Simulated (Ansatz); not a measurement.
Trigonal Te, treated with G0W0@PBEsol (Ansatz, a program for electronic structure, plane waves, hard PAW, contour deformation).

The same calculation (at the measured cell, 33.925 Å³/atom) with different numerical settings; throughout: k mesh 3×3×2:

| run | response cutoff (eV) | empty bands | quasiparticle gap on the mesh (eV) | quasiparticle gap at Γ (eV) | rough time |
|---|---|---|---|---|---|
| 1 | 100 | 425 | 0.387 | 2.099 | 3 core-min |
| 2 | 150 | 780 | 0.400 | 2.087 | 10 core-min |
| 3 | 200 | 1201 | 0.409 | 2.084 | 30 core-min |
| 4 | 250 | 1678 | 0.405 | 2.073 | 80 core-min |

In the column quasiparticle gap at Γ (eV) the first row differs from the last by +0.026 and the next to last by +0.011.

The last row is no converged limit: other settings stay fixed.

Spin–orbit coupling is not included.
